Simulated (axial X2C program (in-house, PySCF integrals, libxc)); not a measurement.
**A two-component session on CB⁻: properties at the nuclei**

Aim: properties at the nuclei of CB⁻, with spin–orbit coupling in the Hamiltonian from the start.

The runs use an in-house X2C program for linear molecules on PySCF integrals; two-component X2C with atomic mean-field terms, C dyall-av3z, B dyall-av3z.

All values are calculated.

**1. Input**

File task.json:

```json
{"zs": [6, 5], "q": -1, "bas": ["dyall-av3z", "dyall-av3z"], "r0": 1.45, "levels": ["PBE0", "HF", "BP86", "TPSSh", "PBE"], "nst": 3}
```

Keys: zs atomic numbers; q charge; bas basis sets; r0 starting distance in Å; levels methods (HF also brings MP2); nst determinants followed.

Launch:

```
python soeom.py task.json out
```

After this run come: Expectation values, lowest determinant; Expectation values, a higher determinant; Expectation values, a higher determinant.

What does the calculation give? Wanted: lowest determinant; Eeff magnitude; Ws magnitude C; A∥/gI C; qzz C; higher determinant (for each run or level that gives them).

The runs gave:

| quantity | value |
| --- | --- |
| lowest determinant | Ω = 2 (excess of +ω over −ω: ω = 1/2, ω = 3/2) |
| Eeff magnitude (GV/cm), PBE0 | 0.00276 |
| Ws magnitude C (kHz), PBE0 | 0.00029 |
| A∥/gI C (MHz), PBE0 | 36.9 |
| qzz C (a.u.), PBE0 | -0.42 |
| higher determinant | Ω = 1 (excess of +ω over −ω: ω = -1/2, ω = 3/2) |
| Eeff magnitude (GV/cm), PBE0, higher determinant | 0.00358 |
| Ws magnitude C (kHz), PBE0, higher determinant | 0.000121 |
| A∥/gI C (MHz), PBE0, higher determinant | 40.9 |
| qzz C (a.u.), PBE0, higher determinant | -0.42 |
| higher determinant | Ω = 1 (excess of +ω over −ω: 2 × ω = 1/2) |
| Eeff magnitude (GV/cm), PBE0, higher determinant | 0.00358 |
| Ws magnitude C (kHz), PBE0, higher determinant | 0.000114 |
| A∥/gI C (MHz), PBE0, higher determinant | 97.4 |
| qzz C (a.u.), PBE0, higher determinant | -0.42 |

**Reading.** In the first state, the effective field runs from 0.00177 to 0.00918 GV/cm over the mean-field levels, so the levels don't agree on it. The expectation values come from single determinants, which for open shells can mix terms of unlike spin or miss the lowest Ω, so a determinant need not be a state. Eeff is the effective electric field on the electron dipole moment in this Ω state and Ws the scalar–pseudoscalar constant (defined with the proton number Z and per Ω); A∥ is the parallel hyperfine constant, which follows by multiplying with the nuclear g factor gI = μI/(I μN); qzz is the electric field gradient, eQq0 = 234.96 MHz × Q/barn × qzz. The operators were transformed with the bare-nucleus X2C matrices.
